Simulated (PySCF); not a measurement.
# Relaxation of doublet NH₄

These are results of UPBE0 in PySCF with N def2-TZVP, H def2-TZVP; no relativity; density-fitted integrals, not measurements. A (50,194) grid was used.

A start displaced from a saddle point along its imaginary mode, of D2h symmetry, held to at least that symmetry:

```xyz
5
charge 0 multiplicity 2, angstrom
N     0.0000    0.0000    0.0000
H     1.2143    0.0000    0.0000
H     0.0000    0.9743    0.0000
H    -1.2143    0.0000    0.0000
H     0.0000   -0.9743    0.0000
```

Task: What does it relax to?

Result: It ends at D2h with N–H 1.000 Å (×2), N–H 1.246 Å (×2); H–N–H 90.0° (×4), H–N–H 180.0° (×2). A frequency run shows 2 imaginary modes, down to 2208i cm⁻¹, so it is a higher-order saddle point. Other isomers or separated fragments may lie lower.

Task: How much energy is released, and in how many steps?

Result: 4.9 kJ/mol in 3 steps.
